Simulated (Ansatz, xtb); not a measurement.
## A geometry optimisation of F2H2Si with r2SCAN-D4/def2-SVP

The starting geometry of this gas-phase singlet has its atoms placed at random.

```yaml
atoms:
  - { symbol: F, position_ang: [0.2146, 1.2080, -0.2194] }
  - { symbol: F, position_ang: [-0.8089, 1.5076, 1.1200] }
  - { symbol: Si, position_ang: [-0.4597, -0.2692, -0.2241] }
  - { symbol: H, position_ang: [0.4938, 1.9034, -0.5653] }
  - { symbol: H, position_ang: [-0.9353, -1.5741, 0.7824] }
```

Q: Guess where an optimisation with r2SCAN-D4/def2-SVP ends from this start.

A: It loosens into FHSi + FH, which stay close as a complex. Distances that change by over a tenth: F1–H4 (0.83 → 0.95 Å), Si3–H5 (1.72 → 1.54 Å). Contacts that open: F1–Si3 (1.62 → 2.24 Å). Contacts that close: F2–Si3 (2.26 → 1.69 Å).

The energy falls by 8.07 eV over 17 steps:

```
step  E − E(last) (eV)
   1             8.075
   3             2.494
   5             0.401
   6             0.175
   8             0.119
  10             0.058
  12             0.013
  13             0.005
  15             0.000
  17             0.000
```

Final geometry (Å):

```xyz
5

F     0.6555    0.9881   -0.7043
F    -1.1237    1.2636    0.9210
Si   -1.2042   -0.0897   -0.0858
H     0.4409    1.5823   -0.0005
H    -0.2641   -0.9686    0.7630
```

From the same start GFN2-xTB reaches the same bonding as this run.

From so rough a start the end depends on the optimiser's path, so another program may land elsewhere. The end wasn't checked by frequencies. Run with Ansatz 0.2.0, 24 s on 1 thread of Arm Neoverse V2, on a shared host.
